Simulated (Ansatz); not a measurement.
A Zr₄Si₇ cell: a crystal with Si atoms taken out, relaxed.

```
CELL_PARAMETERS angstrom
7.44322 -0.02241 0.00244
1.88339 -7.31084 -0.01082
3.71918 -0.02248 -7.33372
ATOMIC_POSITIONS crystal
Zr 0.11381 0.79531 0.87564
Zr 0.37032 0.78908 0.38099
Zr 0.61712 0.78846 0.87084
Zr 0.86260 0.79157 0.37531
Zr 0.63810 0.20347 0.62392
Zr 0.88929 0.20724 0.12422
Zr 0.13475 0.21038 0.62868
Zr 0.38165 0.20968 0.11853
Si 0.28711 0.10060 0.87632
Si 0.53236 0.11126 0.37033
Si 0.78368 0.10534 0.87705
Si 0.04084 0.11147 0.37433
Si 0.46473 0.89821 0.62320
Si 0.71110 0.88732 0.12521
Si 0.96825 0.89338 0.62246
Si 0.21956 0.88755 0.12921
Si 0.44092 0.49840 0.86527
Si 0.69630 0.49865 0.37541
Si 0.94694 0.50295 0.87310
Si 0.31087 0.50040 0.63437
Si 0.80484 0.49587 0.62651
Si 0.05555 0.50010 0.12419
```

Method: DFT r2SCAN, scalar-relativistic, plane waves, PAW (Ansatz).

Cutoff 500 eV; k points 4×4×5 on the computed 22-atom cell (Γ-centred); Gaussian smearing, width 0.10 eV; no spin polarisation.

Question: Describe its local order.

Answer: Counting as bonded all pairs within 1.2 times the summed covalent radii:

| atom → neighbour | mean count | mean length (Å) | spread (Å) |
| --- | --- | --- | --- |
| Si → Si | 2.00 | 2.46 | 0.05 |
| Si → Zr | 5.14 | 2.80 | 0.10 |
| Zr → Si | 9.00 | 2.80 | 0.10 |
| Zr → Zr | 6.00 | 3.65 | 0.08 |

Angles between all pairs of such bonds at an atom (mean ± spread): 97 ± 29° at Si, 94 ± 36° at Zr.

Question: Does it have a gap?

Answer: It has no gap on the mesh. Levels at Γ next to the Fermi level (eV from it): -1.49, -1.24, -0.90, -0.80, -0.38, -0.05, 0.59, 1.11, 1.24, 1.33, 1.38, 1.49. It lies 0.57 eV/atom below the elements' standard states (static lattices, no corrections for gases).

The final mesh leaves forces up to 0.15 eV/Å and stresses up to 0.4 GPa: the relaxation ran on a coarser mesh, so the cell's shape, its bonds and its energy belong partly to that mesh.

Cost: 2 runs of about 6.9 core-minutes in all (earlier runs that led there not counted), on Intel Xeon 6975P-C (Granite Rapids) (shared hosts).